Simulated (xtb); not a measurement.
C₂H₂, charge +1, doublet, at a GFN2-xTB geometry of the parent state (a state made from the parent by changing its charge; the spin is typed, not shown lowest); GFN0-xTB (xtb).

Here is a job for xtb.
```
$ xtb mol.xyz --gfn 0 --chrg 1 --uhf 1 --json

# file mol.xyz
4

C     -0.00000000    -0.00000000    -0.59686216
C      0.00000000     0.00000000     0.59686216
H      0.00000000     0.00000000     1.64657465
H     -0.00000000    -0.00000000    -1.64657465
```

The log (banner, timings and long lists left out):

```
   ID    Z sym.   atoms
    1    6 C      1, 2
    2    1 H      3, 4

           -------------------------------------------------
          |                Calculation Setup                |
           -------------------------------------------------

           -------------------------------------------------
          |                 G F N 0 - x T B                 |
           -------------------------------------------------

          ...................................................
          :                      SETUP                      :
          :.................................................:
          :  # basis functions                  12          :
          :  # atomic orbitals                  12          :
          :  # shells                            8          :
          :  # electrons                         9          :
          :  electronic temp.          300.0000000     K    :
          :  accuracy                    1.0000000          :
          :  -> integral cutoff          0.2500000E+02      :
          :  -> integral neglect         0.1000000E-07      :
          ...................................................

         :::::::::::::::::::::::::::::::::::::::::::::::::::::
         ::                     SUMMARY                     ::
         :::::::::::::::::::::::::::::::::::::::::::::::::::::
         :: total energy              -3.395153350695 Eh    ::
         :: gradient norm              0.090364740304 Eh/a0 ::
         :: HOMO-LUMO gap              6.936315677393 eV    ::
         ::.................................................::
         :: H0 energy                 -5.005679170806 Eh    ::
         :: repulsion energy           0.163769629599 Eh    ::
         :: electrostat energy         1.446985411406 Eh    ::
         :: -> Gsolv                   0.000000000000 Eh    ::
         ::    -> Gsasa                0.000000000000 Eh    ::
         ::    -> Gshift               0.000000000000 Eh    ::
         :: dispersion energy         -0.000229220894 Eh    ::
         :: short-range corr.          0.000000000000 Eh    ::
         :: add. restraining           0.000000000000 Eh    ::
         :: total charge               1.000000000000 e     ::
         :::::::::::::::::::::::::::::::::::::::::::::::::::::

           -------------------------------------------------
          |                Property Printout                |
           -------------------------------------------------

    * Orbital Energies and Occupations

         #    Occupation            Energy/Eh            Energy/eV
      -------------------------------------------------------------
         1        2.0000           -0.6555483             -17.8384
         2        2.0000           -0.6046025             -16.4521
         3        2.0000           -0.5451121             -14.8333
         4        1.5000           -0.4646121             -12.6427
         5        1.5000           -0.4646121             -12.6427 (HOMO)
         6                         -0.2097072              -5.7064 (LUMO)
         7                         -0.2097072              -5.7064
         8                         -0.1331440              -3.6230
         9                         -0.1033252              -2.8116
        10                          0.0737550               2.0070
        11                          0.4124212              11.2226
        12                          1.4756781              40.1552
      -------------------------------------------------------------
                  HL-Gap            0.2549049 Eh            6.9363 eV
             Fermi-level            0.0000000 Eh            0.0000 eV

     #   Z          covCN         q      C6AA      α(0)
     1   6 C        1.909     0.148    27.994     8.535
     2   6 C        1.909     0.148    27.994     8.535
     3   1 H        0.928     0.352     0.573     1.183
     4   1 H        0.928     0.352     0.573     1.183

 Mol. C6AA /au·bohr⁶  :        146.279707
 Mol. C8AA /au·bohr⁸  :       3864.817577
 Mol. α(0) /au        :         19.436689

Wiberg/Mayer (AO) data.
largest (>0.10) Wiberg bond orders for each atom

 ---------------------------------------------------------------------------
     #   Z sym  total        # sym  WBO       # sym  WBO       # sym  WBO
 ---------------------------------------------------------------------------
     1   6 C    3.223 --     2 C    2.251     4 H    0.969
     2   6 C    3.223 --     1 C    2.251     3 H    0.969
     3   1 H    0.986 --     2 C    0.969
     4   1 H    0.986 --     1 C    0.969
 ---------------------------------------------------------------------------

Topologies differ in total number of bonds
Writing topology from bond orders to xtbtopo.mol

 dipole moment from electron density (au)
     X       Y       Z
  -0.0000   0.0000   0.0000  total (Debye):    0.000

           -------------------------------------------------
          | TOTAL ENERGY               -3.395153350695 Eh   |
          | GRADIENT NORM               0.090364740304 Eh/α |
          | HOMO-LUMO GAP               6.936315677393 eV   |
           -------------------------------------------------

normal termination of xtb
```
